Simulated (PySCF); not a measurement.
acetic acid cation (C2H4O2), SMILES CC(=O)O (connectivity only; charge and spin as stated), charge +1, multiplicity 2. Atoms are numbered in the order given.

```xyz
8

C      0.3179     1.3561     0.0000
C     -0.0543    -0.0905     0.0000
O      0.8545    -0.9963     0.0000
O     -1.2788    -0.3453     0.0000
H     -0.5613     2.0169     0.0000
H      0.9227     1.5226     0.9110
H      0.9227     1.5226    -0.9110
H      0.5282    -1.9233     0.0000
```
Charge +1, spin multiplicity 2.

Coordinates come from a B3LYP-D3(BJ)/def2-SVP optimisation. The multiplicity is an assumed one; other spin states were not compared. One conformer was computed; it need not be the lowest.

The numbers are results of PySCF with PBE/pcH-1, not measurements.

Unrestricted Kohn–Sham, ⟨S²⟩ = 0.753. Hyperfine tensors hold the contact and dipolar terms, without spin-orbit corrections.

Computed hyperfine couplings:
```json
[
 {"nucleus": "13C no. 1", "A(iso) (MHz)": "14.6", "A(iso) (G)": "5.2", "dipolar principal values (MHz)": "-16.5, -15.1, 31.5"},
 {"nucleus": "13C no. 2", "A(iso) (MHz)": "-17.6", "A(iso) (G)": "-6.3", "dipolar principal values (MHz)": "-13.5, 1.2, 12.3"},
 {"nucleus": "17O no. 3", "A(iso) (MHz)": "5.2", "A(iso) (G)": "1.9", "dipolar principal values (MHz)": "-28.5, 11.9, 16.6"},
 {"nucleus": "17O no. 4", "A(iso) (MHz)": "-27.5", "A(iso) (G)": "-9.8", "dipolar principal values (MHz)": "-246.1, 116.9, 129.2"},
 {"nucleus": "1H no. 5", "A(iso) (MHz)": "33.1", "A(iso) (G)": "11.8", "dipolar principal values (MHz)": "-10.9, -4.9, 15.8"},
 {"nucleus": "1H no. 6", "A(iso) (MHz)": "51.8", "A(iso) (G)": "18.5", "dipolar principal values (MHz)": "-8.3, -2.5, 10.8"},
 {"nucleus": "1H no. 7", "A(iso) (MHz)": "51.8", "A(iso) (G)": "18.5", "dipolar principal values (MHz)": "-8.3, -2.5, 10.8"},
 {"nucleus": "1H no. 8", "A(iso) (MHz)": "-6.4", "A(iso) (G)": "-2.3", "dipolar principal values (MHz)": "-9.9, -0.4, 10.3"}
]
```

Q: And the g tensor (effective nuclear charges for spin-orbit coupling, GIAO)? (The exact figures need the calculation; the answer reports its results.)

A: principal values 2.0032, 2.0068, 2.0092; isotropic 2.0064.
